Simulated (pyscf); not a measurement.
Single points on ωB97X-D3(BJ)/def2-SVP structures (PySCF, gas phase).

Q: Estimate by transition-state theory the rate constant of :HSi–Cl [singlet] + NH₃ → H₂N–Si:–Cl [singlet] + H₂ (singlet surface; H–Si, H–N broken, N–Si, H–H formed) at 298 K, with ωB97M-D3(BJ)/def2-TZVP energies (ideal gas, 1 atm, RRHO with modes under 100 cm⁻¹ raised to 100, one conformer, R ln 2 for chiral ones without a mode under 150 cm⁻¹; no tunnelling).

A: The electronic barrier is 7.3 kcal/mol and the thermal terms add +9.1, so ΔG‡ = 16.4 kcal/mol. With k_BT/h = 6.21e+12 s⁻¹ and RT = 0.592 kcal/mol, and a volume of 4.06e-20 cm³ per molecule at 1 atm, k = 2.6e-19 cm³ molecule⁻¹ s⁻¹. Wigner's tunnelling factor for 1481i cm⁻¹ would be 3.13, likely too low at so high a frequency. A shift of 1 kcal/mol in the barrier changes k by a factor 5.4. On the reactant side the descent ends in an adduct with a N–Si contact (not fully relaxed), 29.2 kcal/mol under the separated species and 35.3 kcal/mol under the saddle at ωB97X-D3(BJ)/def2-TZVP. What is counted as formed (N–Si) is already present as a longer contact in the reactant adduct; forming that adduct is a step of its own. At the saddle there is also a short H–Si contact that neither side keeps. One saddle was located; it need not be the lowest between these sides.
